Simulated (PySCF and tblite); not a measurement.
C₃H₆O, numbered as in [OH:1][CH:2]1[CH2:3][CH2:4]1.

Level: PBE0-D3(BJ)/def2-TZVP (IEF-PCM, chloroform)//PBE0-D3(BJ)/def2-SVP, thermal terms from GFN2-xTB, symmetry numbers and mirror pairs counted. Conformers within 3 kcal/mol (GFN2-xTB free energy) were kept, 8 at most. GIAO shieldings: WP04/pcSseg-1 (IEF-PCM, chloroform). Shifts are against TMS (¹H), TMS (¹³C) at the same level. Run with PySCF (density fitting) and tblite.

Torsions listed: H1–O1–C2–C3. Of a mirror pair one member is shown.

| conformer | shape | weight % | dipole D |
| --- | --- | --- | --- |
| 1 | 146° | 97.9 | 1.79 |
| 2 | 37° | 2.1 | 1.78 |

Task: How do the computed shifts compare with measured ones?

Result: 
```json
{"nucleus": "¹H", "signal": "H2", "leading conformer": "3.23", "average": "3.22", "measured": "3.35", "medium": "not stated per compound (mostly CDCl3 or CCl4)"}
{"nucleus": "¹³C", "signal": "C2", "leading conformer": "49.9", "average": "49.9", "measured": "45.7", "medium": "not stated per compound (mostly CDCl3 or CCl4)"}
{"nucleus": "¹³C", "signal": "C3/C4", "leading conformer": "10.8", "average": "10.7", "measured": "6.8", "medium": "not stated per compound (mostly CDCl3 or CCl4)"}
```

Measured values: Pretsch, Buehlmann, Badertscher, Structure Determination of Organic Compounds, 4th ed. (2009). Mean difference for ¹³C: 4.05 ppm, scatter 0.15 ppm. The computed shifts are unscaled and lack vibrational corrections.
